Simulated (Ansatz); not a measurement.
Geometry optimisation, Ansatz 0.2.0, RKS B3LYP/def2-SVP.

Input file:

```yaml
crystal:
  periodic: [false, false, false]
  atoms:
    - { symbol: Si, position_ang: [-0.863, 1.0529, -0.0805] }
    - { symbol: Al, position_ang: [0.8716, -0.4178, -0.3894] }
    - { symbol: S, position_ang: [0.5387, -2.618, 0.0283] }
    - { symbol: H, position_ang: [-2.0246, 0.3742, 0.3661] }
    - { symbol: H, position_ang: [-1.2075, 1.753, -1.3885] }
    - { symbol: H, position_ang: [-0.5374, 2.1232, 0.9079] }
    - { symbol: H, position_ang: [2.3246, 0.117, -0.8807] }
    - { symbol: H, position_ang: [0.08426, -2.81725, -1.31998] }
basis:
  gaussian: { orbitals: def2-SVP }
hamiltonian:
  xc: b3lyp
relax:
  f_tol: 0.015
  max_steps: 40
```

Launched with:

```bash
$ ansatz run input.yaml --threads 1 --pin off --max-ram 2048MiB --backend cpu --events-out ev --progress --plain --runs-dir out
```

Task: Where does it end, and by what steps?

Result: The forces met the threshold. The force dipped under the threshold on the way, but the program's further checks kept it going. After 24 steps the energy has fallen by 0.626 eV; H8 moved furthest, 1.09 Å.

| step | energy less start (eV) | largest force component (eV/Å) | accepted |
| --- | --- | --- | --- |
| 0 | 0.0000 | 1.867 | yes |
| 1 | -0.2660 | 0.586 | yes |
| 2 | -0.2918 | 0.094 | yes |
| 3 | -0.2986 | 0.064 | yes |
| 4 | -0.3167 | 0.834 | yes |
| 5 | -0.3539 | 1.147 | yes |
| 6 | -0.5161 | 0.467 | yes |
| 7 | -0.5971 | 0.321 | yes |
| 8 | -0.6101 | 0.282 | yes |
| 9 | -0.6144 | 0.207 | yes |
| 10 | -0.6193 | 0.166 | yes |
| 11 | -0.6239 | 0.032 | yes |
| 12 | -0.6242 | 0.006 | yes |
| 13 | -0.6244 | 0.016 | yes |
| 14 | -0.6245 | 0.028 | yes |
| 15 | -0.6247 | 0.034 | yes |
| 16 | -0.6249 | 0.043 | yes |
| 17 | -0.6250 | 0.063 | yes |
| 18 | -0.6253 | 0.044 | yes |
| 19 | -0.6255 | 0.006 | yes |
| 20 | -0.6256 | 0.005 | yes |
| 21 | -0.6248 | 0.091 | no |
| 22 | -0.6257 | 0.026 | yes |
| 23 | -0.6258 | 0.018 | yes |
| 24 | -0.6258 | 0.005 | yes |

```xyz
8
Properties=species:S:1:pos:R:3
Si -0.893 1.033 -0.179
Al 1.065 -0.412 -0.537
S 0.883 -2.603 -0.598
H -2.143 0.240 0.043
H -1.120 1.923 -1.361
H -0.694 1.918 1.013
H 2.543 0.115 -0.745
H -0.454 -2.645 -0.391
```

Whether the end is a true minimum wasn't checked by a vibrational analysis.

Run time: 58 s on 1 thread of Arm Neoverse V2, with other jobs on the host, peak memory 0.25 GiB.
